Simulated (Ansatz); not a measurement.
C4H6O can be A, `C=CC(=C)O`, or B, `CC1(O)C=C1`.

Computed with Ansatz on PBE0-D4/def2-TZVP structures; ΔE is electronic, products minus reactants. CCSD(T)/CBS is the MP2 limit (def2-TZVPP, def2-QZVPP) plus CCSD(T) − MP2 in def2-TZVPP, frozen cores. Functionals use def2-TZVPP. B3LYP here is the variant with VWN-RPA as its local correlation; programs differ in this. One conformer a species, not always the lowest.

(1) Which is lower in electronic energy at CCSD(T)/CBS, and by how much? (Estimate.)

(2) Give E(B) − E(A) in kJ/mol with r2SCAN-D4, MP2/def2-TZVPP, ωB97M-V, B2PLYP, CCSD/def2-TZVPP, B3LYP-D4, CCSD(T)/def2-TZVPP. (An estimate is asked.)

Largest T1 diagnostic: 0.012.

## Answers

(1) Computed: A, by 138.6 kJ/mol.

(2) Ansatz gave: r2SCAN-D4 142.0, MP2/def2-TZVPP 129.2, ωB97M-V 133.9, B2PLYP 146.8, CCSD/def2-TZVPP 140.5, B3LYP-D4 153.3, CCSD(T)/def2-TZVPP 141.4. None reverses the order clearly.

In def2-TZVPP, CCSD(T) changes the Hartree–Fock value by −16.4 kJ/mol (the triples alone add +0.9 kJ/mol) and MP2 by −28.6 kJ/mol. From PBE to PBE0 (25 % exact exchange), in def2-TZVPP and without D4, E(B) − E(A) moves by −4.7 kJ/mol.
